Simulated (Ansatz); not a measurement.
Reaction (formal exchange of groups at a C–N bond): `CN(P)C=S` + `C#C` → `C#CC=S` + `CNP`

Computed with Ansatz on PBE0-D4/def2-TZVP structures; ΔE is electronic, products minus reactants. CBS: MP2 limit from def2 TZ/QZ plus the TZ coupled-cluster correction, frozen cores. This one scheme is used for every species. DFT in def2-TZVPP. B3LYP here is the variant with VWN-RPA as its local correlation; programs differ in this. Each species was taken in one conformer, which may not be the lowest.

| level | ΔE (kJ/mol) |
| --- | --- |
| PBE-QIDH | 56.9 |
| PBE0 | 48.6 |
| B3LYP | 42.8 |
| HF/CBS(def2) | 48.5 |

**Question.** What does CCSD(T)/CBS give? (Estimate.)

**Answer.** Computed: +56.0 kJ/mol. The listed levels differ from it by 0.9, -7.4, -13.2, -7.5 kJ/mol.

Largest T1 diagnostic among the species: 0.016.

The D4 term adds +9.5 kJ/mol with B3LYP and +5.2 kJ/mol with PBE0; it sums over pairs of atoms, weighted by their polarisabilities, and B3LYP, whose exchange is more repulsive, gets the larger term. In def2-TZVPP, CCSD(T) changes the Hartree–Fock value by +6.8 kJ/mol (the triples alone add +2.1 kJ/mol) and MP2 by +11.0 kJ/mol. Leaving LDA and LC-ωPBE aside and taking each functional with its dispersion term where it has one, the values, not all of them listed here, spread over 10.6 kJ/mol, from B97M-V to ωB97X-V. LDA lies +15.6 kJ/mol from PBE without D4.

CCSD(T)/CBS has its own doubt, a few kJ/mol and more with outer-core shells, so smaller differences from it don't rank the levels.
